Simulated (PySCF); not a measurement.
CS2.
SMILES with atom numbers: `[S:1]=[C:2]=[S:3]`

Structure used (PBE0-D3(BJ)/def2-TZVP), in Å, numbered top down from 1:
```
atom  x, y, z in Å
S1    -1.444    0.387    0.003
C2     0.070    0.062   -0.008
S3     1.584   -0.262   -0.019
```

Level: wB97X-D/pcSseg-2 in PySCF, non-relativistic, on one gas-phase PBE0-D3(BJ)/def2-TZVP geometry that isn't relaxed in the solvent. The solvent is an IEF-PCM continuum (cavity from Bondi-type radii × 1.2). Only the electrostatic response of the medium enters.

Gas phase at wB97X-D/pcSseg-2: HOMO -9.58 eV, LUMO -0.33 eV, dipole 0.00 D.

What does the continuum do to the energy, the frontier levels and the dipole at wB97X-D/pcSseg-2 in chloroform?

```json
{"solvent": "chloroform", "ε": "4.711", "E(solvent) − E(gas) (kcal/mol)": "-0.19", "polarisation term (kcal/mol)": "-0.19", "distortion of the solute (kcal/mol)": "0.00", "HOMO (eV)": "-9.51", "LUMO (eV)": "-0.25", "dipole (D)": "0.00"}
```

Polarisation term: ½ Σ q·V over the induced surface charges. Distortion: the rise of the solute's own energy as its density leaves the gas-phase optimum.

wB97X-D is run here without its empirical dispersion term; that term would change no orbital, density or response property at a fixed geometry.
